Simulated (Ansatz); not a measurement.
# C4H8: the cost of one run

Method: the levels named in each step, in Ansatz 0.2.0.

## (1) The starting structure

Bond lengths: C1–C2 1.316 Å, C3–C4 1.317 Å, C1–H5 1.078 Å, C1–H6 1.078 Å, C2–H7 1.078 Å, C2–H8 1.078 Å, C3–H9 1.078 Å, C3–H10 1.078 Å, C4–H11 1.078 Å, C4–H12 1.078 Å. Angles: C1–C2–H7 122.2°, C1–C2–H8 121.8°, H7–C2–H8 116.0°, C2–C1–H5 122.0°, C2–C1–H6 122.0°, H5–C1–H6 116.0°, C3–C4–H11 122.0°, C3–C4–H12 122.1°, H11–C4–H12 115.9°, C4–C3–H9 121.9°, C4–C3–H10 122.1°, H9–C3–H10 116.0°.

As a file:

```xyz
12

C     1.1494   -0.1341    1.3190
C     2.1520   -0.9867    1.2982
C    -1.8004    0.3284   -0.7109
C    -1.5010    0.7925   -1.9060
H     0.7991    0.3579    0.4264
H     0.6281    0.1118    2.2295
H     2.5015   -1.4846    2.1880
H     2.6716   -1.2308    0.3864
H    -2.0298    0.9831    0.1139
H    -1.8315   -0.7277   -0.4976
H    -1.2698    0.1391   -2.7315
H    -1.4695    1.8490   -2.1185
```

## (2) A rough first relaxation, PBE-D4/def2-SVP

This run stands in another session on the same molecule. It ended at:

```xyz
12

C     1.1833   -0.0202    1.4475
C     2.0304   -1.0320    1.2036
C    -1.8182    0.2636   -0.7466
C    -1.3964    0.7891   -1.9066
H     0.6144    0.4658    0.6370
H     1.0173    0.3618    2.4697
H     2.5974   -1.5217    2.0132
H     2.1978   -1.4152    0.1823
H    -2.3457    0.8710    0.0081
H    -1.6514   -0.7966   -0.4951
H    -0.8685    0.1820   -2.6606
H    -1.5607    1.8506   -2.1556
```

## (3) Relaxation, HF/STO-3G

The input, input.yaml:

```yaml
crystal:
  periodic: [false, false, false]
  atoms:
    - { symbol: C, position_ang: [1.18325867, -0.02023662, 1.4475339] }
    - { symbol: C, position_ang: [2.03038363, -1.03196378, 1.20355373] }
    - { symbol: C, position_ang: [-1.81821922, 0.26360395, -0.74655476] }
    - { symbol: C, position_ang: [-1.3963951, 0.78909916, -1.90657877] }
    - { symbol: H, position_ang: [0.61436213, 0.46579464, 0.63701171] }
    - { symbol: H, position_ang: [1.01725666, 0.36178951, 2.46967108] }
    - { symbol: H, position_ang: [2.5974257, -1.52172742, 2.0131689] }
    - { symbol: H, position_ang: [2.19783807, -1.41523195, 0.18230847] }
    - { symbol: H, position_ang: [-2.34567806, 0.87097448, 0.00812688] }
    - { symbol: H, position_ang: [-1.65140142, -0.79664918, -0.49512043] }
    - { symbol: H, position_ang: [-0.86845799, 0.18195412, -2.66060413] }
    - { symbol: H, position_ang: [-1.56071307, 1.85062309, -2.1556166] }
basis:
  gaussian: { orbitals: STO-3G }
hamiltonian:
  xc: hf
relax:
  f_tol: 0.002
  max_steps: 150
```

Started as:

```
> ansatz run input.yaml --threads 4 --pin off --max-ram 10240MiB --backend cpu --events-out ev --progress --plain --runs-dir out
```

Q: Estimate wall time and peak memory on 4 threads of Intel Xeon at 2.50GHz (Skylake/Cascade Lake), shared host.

About 34 s, with a peak of 0.09 GiB.
